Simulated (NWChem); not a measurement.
A series in which one site is exchanged, each optimised at B3LYP/6-31G* with NWChem, gas phase unless a solvent is named. All stand in one matching conformer (torsions within 35°), which need not be the lowest. Pople sets run with spherical d functions. This build's default masses of Se (78.918 u) and Br (79.917 u) are each other's, which moves their modes by up to 0.6 %.

A: C=CC(=C)Cl (C₄H₅Cl; site = Cl)
B: C=CC(=C)F (C₄H₅F; site = F)
C: C=CC=C (C4H6; site = H)
D: C=CC(=C)Br (C4H5Br; site = Br)

Values for A:

| Quantity | Result |
|---|---|
| highest harmonic frequency (cm⁻¹), B3LYP/6-31G* | 3279 |
| lowest singlet excitation, B3LYP/def2-SVPD, TDA (eV) | 5.79 |
| SMD solvation free energy in water, B3LYP/6-31G* (kcal/mol) | 0.5 |

Question: How do these values change for the other members?

Answer: 
```csv
change from A,B,C,D
"highest harmonic frequency (cm⁻¹), B3LYP/6-31G*",+13,-31,-3
"lowest singlet excitation, B3LYP/def2-SVPD, TDA (eV)",+0.34,+0.47,-0.55
"SMD solvation free energy in water, B3LYP/6-31G* (kcal/mol)",+0.9,+0.6,-0.5
```
